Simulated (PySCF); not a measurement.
Level of theory: PBE0-D3(BJ)/def2-SVP geometry optimisation, gas phase (PySCF 2.14.0). One conformer each, none proved a minimum here. Atom numbers follow the mapped SMILES. The geometries of the anions come from a basis without diffuse functions.

Question: Rank these C–C bonds from shortest to longest.
A. C3–C4 in `[CH2:1]=[CH:2]/[CH:3]=[CH:4]\[O-:5]` (charge -1) with C1–C2–C3–C4 180°
B. C1–C2 in `[CH3:1][C:2]([Cl:3])=[C:4]=[S:5]`
C. C4–C5 in `[CH2:1]=[C:2]([Cl:3])[CH2:4][CH3:5]` with C1–C2–C4–C5 116°

Answer: A (1.408 Å), B (1.493 Å), C (1.524 Å).

- 1.408 Å: drawn double in one of several resonance forms, ends: carbon bonded to 2 C and H; vinylic carbon bearing oxygen
- 1.493 Å: drawn single, methyl carbon to outer carbon of cumulated double bonds
- 1.524 Å: drawn single, allylic carbon to methyl carbon

Question: Order these C–C–C angles, narrowest first.
A. C2–C4–C5 in `[CH2:1]=[C:2]([Cl:3])[CH2:4][CH3:5]` with C1–C2–C4–C5 116°
B. C1–C2–C4 in `[CH3:1][C:2]([Cl:3])=[C:4]=[S:5]`
C. C2–C3–C4 in `[CH2:1]=[CH:2]/[CH:3]=[CH:4]\[O-:5]` (charge -1) with C1–C2–C3–C4 180°
D. C3–C2–C4 in `[CH3:1][C@@H:2]1[CH2:3][C@H:4]1[Cl:5]`

Answer: D (59.7°), A (113.8°), C (122.5°), B (125.4°).
